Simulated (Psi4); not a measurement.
Psi4 input (wB97X-D/6-311+G**):

```
memory 1500 MB

molecule {
0 1
P     0.00293147    0.00160888    0.12817703
H    -0.00384980    1.18388197   -0.65609339
H     1.01199153   -0.61366513   -0.65676338
H    -1.05211382   -0.59435001   -0.60979871
symmetry c1
no_reorient
no_com
}

set {
  basis 6-311+G**
  reference rks
  scf_type pk
  dft_radial_points 99
  dft_spherical_points 590
  e_convergence 1e-8
  d_convergence 1e-7
  maxiter 150
}

e = energy('wb97x-d')
print_out(f'\nFINAL {e:.10f} DIPOLE {variable("CURRENT DIPOLE")[0]:.6f} {variable("CURRENT DIPOLE")[1]:.6f} {variable("CURRENT DIPOLE")[2]:.6f}\n')
```

### Question
Predict the final energy.

### Answer
-343.14629 Eh.
